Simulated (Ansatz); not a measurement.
Chalcopyrite CuGaSe2, treated with PBE-D4 (Ansatz, a first-principles code, plane waves, PAW).

Numerical settings: plane-wave cutoff 520 eV, 8×8×8 k mesh, Fermi–Dirac smearing 0.01 eV, no spin polarisation, scalar-relativistic PAW data made under PBE.

Computed points:

```
V (Å³/atom)  E − E_lowest (meV/atom)  P (GPa)
-----------  -----------------------  -------
20.769                          8.14     3.14
21.202                          1.95     1.48
21.634                          0.00     0.00
22.067                          1.82    -1.32
22.500                          6.98    -2.48
```

### Question
Estimate the bulk modulus from the pressures at 21.202 and 22.067 Å³/atom, and compare it with a fit to all energies.

### Answer
B = −V dP/dV. Between V = 21.202 and 22.067 Å³/atom, dP/dV = (-1.32 − (1.48))/(22.067 − 21.202) = -3.24 GPa per Å³/atom; at the midpoint 21.635 Å³/atom this gives B ≈ 70.0 GPa. The third-order Birch–Murnaghan fit gives V0 = 21.634 Å³/atom, B0 = 69.7 GPa, B′ = 4.9, which lies within 1 % of that estimate.

Shape and atoms are relaxed at each volume.

Note: the bulk modulus comes from volumes at which shape and atoms were relaxed.

Computed values are for the static lattice.

Computing time: very roughly 40 core-minutes.
